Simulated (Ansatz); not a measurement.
C2H4FNO can be A, `C/N=C(/O)F`, or B, `N=C(F)CO`.

Isolated molecules relaxed with PBE0-D4/def2-TZVP in Ansatz; ΔE leaves out vibrations. CBS: MP2 limit from def2 TZ/QZ plus the TZ coupled-cluster correction, frozen cores. Functionals use def2-TZVPP. B3LYP here is the variant with VWN-RPA as its local correlation; programs differ in this. Each species was taken in one conformer, which may not be the lowest.

A:

Z-matrix (Å, degrees):
```
C
N 1 1.441
H 1 1.094 2 114.1
H 1 1.093 2 109.1 3 -121.7
H 1 1.093 2 109.1 3 121.7
C 2 1.244 1 121.0 3 -0.0
F 6 1.328 2 126.3 1 -0.0
O 6 1.328 2 125.4 1 -180.0
H 8 0.965 6 106.2 2 -0.0
```

B:

```xyz
9

N     0.677   -0.927    1.339
C     0.280    0.158    0.879
F     0.195    1.222    1.684
C    -0.148    0.524   -0.515
O    -0.179   -0.580   -1.375
H     0.704   -1.615    0.589
H    -1.111    1.048   -0.456
H     0.575    1.239   -0.918
H    -0.993   -1.068   -1.227
```

(1) Which isomer does CCSD(T)/CBS put lower? Give the gap. (Best estimate.)

(2) Give E(B) − E(A) in kcal/mol with PBE0-D4, B2PLYP, PBE-D4, B3LYP-D4, r2SCAN-D4, B3LYP, CCSD(T)/def2-SVP. (An estimate is asked.)

(3) Does the order hold for the free energy at 298.15 K (harmonic terms from PBE0-D4)? (Best estimate.)

Largest T1 diagnostic: 0.012.

Answers

(1) The calculation gave: A, by 4.3 kcal/mol.

(2) Computed: PBE0-D4 6.6, B2PLYP 5.8, PBE-D4 6.5, B3LYP-D4 5.8, r2SCAN-D4 6.8, B3LYP 6.0, CCSD(T)/def2-SVP 8.1. None reverses the order clearly.

(3) The calculation gave: Yes: G(B) − G(A) = +4.5 kcal/mol, for one conformer each.

At CCSD(T), def2-SVP lies +3.9 kcal/mol from the extrapolated value and def2-TZVPP +0.5 kcal/mol. Leaving LDA and LC-ωPBE aside and taking each functional with its dispersion term where it has one, the values, not all of them listed here, spread over 1.6 kcal/mol, from ωB97M-V to r2SCAN-D4. LDA lies +1.4 kcal/mol from PBE without D4.
